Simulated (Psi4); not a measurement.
Psi4 input (wB97X-D/6-311+G**):

```
memory 1500 MB

molecule {
0 1
N    -0.00000000   -0.00000000   -0.54544247
N     0.00000000    0.00000000    0.54544247
symmetry c1
no_reorient
no_com
}

set {
  basis 6-311+G**
  reference rks
  scf_type pk
  dft_radial_points 99
  dft_spherical_points 590
  e_convergence 1e-8
  d_convergence 1e-7
  maxiter 150
}

e = energy('wb97x-d')
print_out(f'\nFINAL {e:.10f} DIPOLE {variable("CURRENT DIPOLE")[0]:.6f} {variable("CURRENT DIPOLE")[1]:.6f} {variable("CURRENT DIPOLE")[2]:.6f}\n')
```

Task: Predict the final energy.

Result: -109.51790 Eh.
